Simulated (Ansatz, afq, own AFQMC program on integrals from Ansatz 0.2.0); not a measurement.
Two steps: Ansatz 0.2.0 writes the Fock matrix and Cholesky factors of the valence space, and afq projects on them the lowest state that overlaps trial and start.

```yaml
crystal:
  periodic: [false, false, false]
  atoms:
    - {symbol: C, position_ang: [-0.624121, 0.471112, -0.278911]}
    - {symbol: Si, position_ang: [1.212089, 0.147452, -0.729356]}
    - {symbol: O, position_ang: [1.590118, -0.999420, 0.430109]}
    - {symbol: H, position_ang: [-1.212814, -0.461877, -0.360088]}
    - {symbol: H, position_ang: [-1.096511, 1.224145, -0.929157]}
    - {symbol: H, position_ang: [-0.714108, 0.822161, 0.766130]}
    - {symbol: H, position_ang: [0.906747, -1.271573, 1.055672]}
basis:
  gaussian: {orbitals: def2-TZVP}
magnetization: {spin_polarized: false}
correlation: {method: ccsd_t, electrons: outside_noble_gas, hamiltonian_folder: ham}
```

```sh
$ ansatz run in.yaml --threads 1 --pin off --events-out ev --progress --plain --max-ram 24576MiB --backend cuda --devices 0, --max-vram 18GiB
```

afq runs on the folder ham with

```
--method phaseless --trial cisd --walkers 2300 --populations 20 --least-time 60 --time-step 0.005 --steps-per-block 50 --equilibration-blocks 28 --max-blocks 4000 --target-error 0.00026 --factor-cut 1e-05 --seed 3996 --release-times 0.24,0.51,0.99,1.5 --release-step 0.03 --release-every 4 --taylor-order 6
```

Times are imaginary, in 1/Eh. The walk had a cap of 374 s. With eight or more populations the least sampling time is a fifth of least-time, and the error comes from their spread.

Log:

```
orbitals 116  electrons 9 9  factors 816 of 819
reference energy -404.05537795 Eh
CCSD correlation -0.54221208 Eh in 11 cycles, weight of the determinant in the CISD state 0.8238
energy of the start -404.597589 Eh
 block  time / (1/Eh)  mean weight  energy / Eh
     1     0.250  0.9995  -404.586594
     2     0.500  0.9997  -404.594828
     3     0.750  0.9991  -404.602961
     4     1.000  0.9999  -404.606847
     5     1.250  1.0002  -404.609823
     9     2.250  1.0004  -404.617528
    19     4.750  0.9997  -404.614738
    31     7.750  0.9999  -404.619602
    43    10.750  0.9997  -404.622199
    55    13.750  0.9995  -404.619468
    67    16.750  0.9997  -404.620524
    76    19.000  1.0007  -404.624115
    79    19.750  0.9994  -404.619937
    91    22.750  0.9996  -404.617276
   103    25.750  0.9997  -404.617783
   115    28.750  0.9995  -404.621134
   127    31.750  0.9999  -404.622522
   139    34.750  1.0000  -404.618681
   148    37.000  1.0006  -404.620956
error from the spread of 20 populations
released: time / (1/Eh)  energy / Eh  error  mean overlap
  0.24  -404.619919  0.000220  0.9979
  0.51  -404.620517  0.000339  0.9855
  0.99  -404.619985  0.000336  0.9768
  1.50  -404.620718  0.000587  0.9580
energy -404.619809 +/- 0.000243 Eh
(rows thinned)
```

The run passed its tests (sampling time, drift between the halves within three errors, error under three times the target), which doesn't prove that it has relaxed.

Against this walk (error 6.6 meV) on the same determinant: CCSD(T) 50.6 meV higher. The error is statistical and leaves out the bias of the constraint. Released to 0.99 1/Eh the energy moves by -5 ± 11 meV (both errors), within twice the noise.

Cautions: constraint bias not in the error; restricted determinant unstable towards unrestricted (UHF 18 meV lower, ⟨S²⟩ 0.17).

The walk took 3.1 min on 1 × NVIDIA H100 80GB HBM3 with 2 threads of AMD EPYC 7R13 Processor (Zen 3), with other jobs on the host (the card was shared). The log's last line is the phaseless energy.
